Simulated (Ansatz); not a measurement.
## LA phonon frequency at L of zinc-blende CdSe at several levels of theory

No measured value is used here.

| level (code) | value (cm⁻¹) | cell (Å³/atom) |
|---|---|---|
| LDA (Ansatz) | 126 | 27.10 |
| PBE (Ansatz) | ___ | 29.73 |
| r²SCAN (Ansatz) | 123 | 28.84 |

Question: Complete the blanks.

Answer: 
- PBE (Ansatz, a first-principles code), value (cm⁻¹): 118

Each level is taken at its own relaxed cell. Cutoffs and k meshes differ between the levels. Ansatz's density-functional and Hartree–Fock values are scalar-relativistic unless marked +SOC, with PAW data made under PBE.
